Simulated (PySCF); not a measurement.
# H8Si3: the cost of one run

Method: levels as typed in each script, gas phase, geometry from GFN2-xTB; program: PySCF 2.14.0.

**1. The system as given**

SMILES `[SiH3][SiH2][SiH3]`, 11 atoms, charge 0, spin multiplicity 1.

Bond lengths: Si1–Si2 2.314 Å, Si1–H4 1.466 Å, Si1–H5 1.465 Å, Si1–H6 1.466 Å, Si2–Si3 2.315 Å, Si2–H7 1.474 Å, Si2–H8 1.474 Å, Si3–H9 1.465 Å, Si3–H10 1.466 Å, Si3–H11 1.466 Å. Angles: Si2–Si1–H4 111.6°, Si2–Si1–H5 114.4°, Si2–Si1–H6 111.6°, H4–Si1–H5 106.6°, H4–Si1–H6 106.4°, H5–Si1–H6 105.8°, Si1–Si2–Si3 116.1°, Si1–Si2–H7 109.3°, Si1–Si2–H8 109.3°, Si3–Si2–H7 109.3°, Si3–Si2–H8 109.3°, H7–Si2–H8 102.8°, Si2–Si3–H9 114.4°, Si2–Si3–H10 111.6°, Si2–Si3–H11 111.6°, H9–Si3–H10 106.6°, H9–Si3–H11 105.8°, H10–Si3–H11 106.4°.

As a file:

```mol
H8Si3
  3D, bonds by distance, orders not assigned

 11 10  0  0  0  0  0  0  0  0999 V2000
   -1.9641   -0.3912    0.0010 Si  0  0
   -0.0000    0.8332    0.0000 Si  0  0
    1.9641   -0.3911   -0.0010 Si  0  0
   -2.0535   -1.2650    1.1744 H   0  0
   -3.1833    0.4207   -0.0097 H   0  0
   -2.0547   -1.2650   -1.1723 H   0  0
   -0.0005    1.7529   -1.1517 H   0  0
    0.0005    1.7528    1.1517 H   0  0
    3.1833    0.4207    0.0098 H   0  0
    2.0535   -1.2650   -1.1744 H   0  0
    2.0547   -1.2650    1.1723 H   0  0
  1  2  8  0
  2  3  8  0
  1  4  8  0
  1  5  8  0
  1  6  8  0
  2  7  8  0
  2  8  8  0
  3  9  8  0
  3 10  8  0
  3 11  8  0
M  END
```

**2. Excited states (PBE0/def2-tzvp)**

The input, input.py:

```python
import numpy as np
from pyscf import gto, scf, dft, tdscf
from pyscf.scf import atom_ks, atom_hf
from scipy.linalg import block_diag

def solve(mol, dm0=None, hcore=None):
    mf = (dft.UKS if mol.spin else dft.RKS)(mol, xc='pbe0')
    mf.grids.level = 3
    mf = mf.density_fit(auxbasis='def2-universal-jkfit')
    mf.conv_tol, mf.max_cycle = 1e-8, 80
    if hcore is not None:
        mf.get_hcore = lambda *args: hcore
    mf.kernel(dm0)
    if not mf.converged:
        mf = mf.newton().run(mf.mo_coeff, mf.mo_occ, max_cycle=30)
    assert mf.converged, 'SCF not converged'
    return mf

mol = gto.M(atom='''
Si    -1.96413    -0.39116     0.00104
Si    -0.00001     0.83322     0.00000
Si     1.96414    -0.39115    -0.00104
H     -2.05348    -1.26499     1.17444
H     -3.18327     0.42073    -0.00975
H     -2.05473    -1.26496    -1.17228
H     -0.00052     1.75285    -1.15165
H      0.00052     1.75283     1.15169
H      3.18328     0.42073     0.00976
H      2.05349    -1.26497    -1.17445
H      2.05473    -1.26500     1.17226
''', basis='def2-tzvp', charge=0, spin=0, verbose=4)
mf = solve(mol)
td = mf.TDA()
td.nstates, td.singlet, td.conv_tol = 4, True, 1e-5
td.kernel()
td.analyze()
x, y = np.array([p[0] for p in td.xy]), np.array([p[1] + 0 * p[0] for p in td.xy])
f, mu = td.oscillator_strength(), td.transition_dipole()
nto = [td.get_nto(state=i + 1, verbose=4) for i in range(len(td.e))]
# spherically averaged free atoms, for the promolecule
atm = atom_ks.get_atm_nrks(mol, xc='pbe0')
pro = block_diag(*[(atm[a[0]][2] * atm[a[0]][3]) @ atm[a[0]][2].T for a in mol._atom])
np.savez('result.npz', e=td.e, f=f, ok=td.converged, w=[n[0] for n in nto], nto=[n[1] for n in nto], x=x, y=y, c=mf.mo_coeff, occ=mf.mo_occ, eps=mf.mo_energy, pro=pro, mu=mu)
```

The run is started by

```bash
OMP_NUM_THREADS=1 python input.py
```

What time and memory should one allow on 1 thread of Intel Xeon Platinum 8175M at 2.50GHz (Skylake/Cascade Lake), shared host?

About 5.1 min, with a peak of 0.81 GiB.
